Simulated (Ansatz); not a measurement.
One starting cell of W (a generated cell, W built in the AFLOW prototype A_tP4_129_ac (A_d)) was relaxed twice with Ansatz (plane waves, PAW, scalar-relativistic): with r2SCAN at 500 eV and with PBE at 420 eV. The r2SCAN result:

```
W
1.0
   -1.58492     1.58492     1.58492
    1.58492    -1.58492     1.58492
    1.58492     1.58492    -1.58492
W
1
Direct
  0.00000   0.00000   0.00000
```

```
quantity                          r2SCAN    PBE
--------------------------------  ------  -----
space group                        Im-3m  Im-3m
volume (Å³/atom)                   15.93      …
a (Å)                              3.170      …
gap (eV, no spin-orbit coupling)    0.00      …
```

Q: Fill in the PBE column.

A: 
- volume (Å³/atom), PBE: 16.13
- a (Å), PBE: 3.184
- gap (eV, no spin-orbit coupling), PBE: 0.00

Both levels end in the same structure; PBE's volume is 1.3 % larger. Neither column is exact.

No spin polarisation in the result.

Measured for W: a 3.16 Å (static lattice; corrected from measurement; as listed in Daniel Mejia-Rodriguez, S. B. Trickey, Phys. Rev. B (2018)). Computed minus measured — a: r2SCAN +0.3 %, PBE +0.7 %. The computed values are for a static lattice.

The run could not lose the symmetry of its start; a randomly shaken copy of 2 atoms returns to this structure.

Ansatz is a quantum-chemistry and plane-wave program.
